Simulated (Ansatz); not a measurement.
Where PBE holds and where it fails for hcp Re

Programs: Ansatz (a first-principles code).

```
property                                PBE    LDA  PBEsol  r²SCAN  reference  PBE less reference
------------------------------------  -----  -----  ------  ------  ---------  ------------------
lattice constant a (Å)                2.775  2.738   2.751   2.758     2.761*             +0.51 %
lattice parameter c (Å)               4.482  4.416   4.442   4.461     4.458*             +0.54 %
bulk modulus B0 (GPa)                   364    405     391     388        369              -1.4 %
cohesive energy (eV/atom)              7.84   9.66    8.82    7.54       8.06          not scored
elastic constant C11 (GPa)              608    673     654     643       616*              -1.3 %
elastic constant C33 (GPa)              664    727     709     705       683*              -2.8 %
elastic constant C44 (GPa)              161    180     174     164       161*               0.0 %
Voigt–Reuss–Hill bulk modulus (GPa)     364    405     391     388          –                   –
Voigt–Reuss–Hill shear modulus (GPa)    176    195     189     181          –                   –
```

PBE is well off the measurement for the lattice constant a (+0.51 %). It does well for the bulk modulus (-1.4 %). In between, or not called against an uncorrected reference: lattice parameter c (+0.54 %), elastic constant C11 (-1.3 %), elastic constant C33 (-2.8 %), elastic constant C44 (0.0 %). Where no measured value is used, PBE differs from r²SCAN by -6.2 % in the Voigt–Reuss–Hill bulk modulus; from r²SCAN by -2.8 % in the Voigt–Reuss–Hill shear modulus.

A star marks values at room or unstated temperature without corrections; heat and zero-point motion as a rule enlarge cells and lower moduli and gaps.

Called good within 5.0 % for the bulk modulus.

Called well off beyond 12.5 % for the bulk modulus (bounds picked here from the quality of each reference); against an uncorrected reference the lattice constant a is called beyond 0.5 % where a correction would as a rule widen the miss, else beyond 3 %; against an uncorrected reference the lattice parameter c is called beyond 1 % where a correction would as a rule widen the miss, else beyond 3 %; against an uncorrected reference the elastic constant C11 is called beyond 10 % where a correction would as a rule widen the miss, else beyond 20 %; against an uncorrected reference the elastic constant C33 is called beyond 10 % where a correction would as a rule widen the miss, else beyond 20 %; against an uncorrected reference the elastic constant C44 is called beyond 10 % where a correction would as a rule widen the miss, else beyond 20 %.

Not scored: cohesive energy (spin–orbit coupling left out).

Free atoms are spin-polarised, in the lowest state found; at levels without +SOC their spin–orbit coupling is left out.

Spin–orbit coupling is left out, also for the solids with elements from indium on (hcp Re); its size isn't shown.

Differences are worked out from the printed values.

The references are measured values: lattice constant a room temperature, lattice parameter c room temperature, bulk modulus corrected to a static lattice, cohesive energy corrected to a static lattice, elastic constant C11 temperature unstated, elastic constant C33 temperature unstated, elastic constant C44 temperature unstated.

Unless a row names a cell, each level is at its own relaxed cell.

Ansatz's density-functional and Hartree–Fock values are scalar-relativistic unless marked +SOC, with PAW data made under PBE.

References as tabulated in Mehl and Papaconstantopoulos (1996), arXiv:mtrl-th/9602003; Wikipedia's data pages; doi:10.1021/acs.jctc.3c00612; Jana et al. (2018), arXiv:1807.00350.
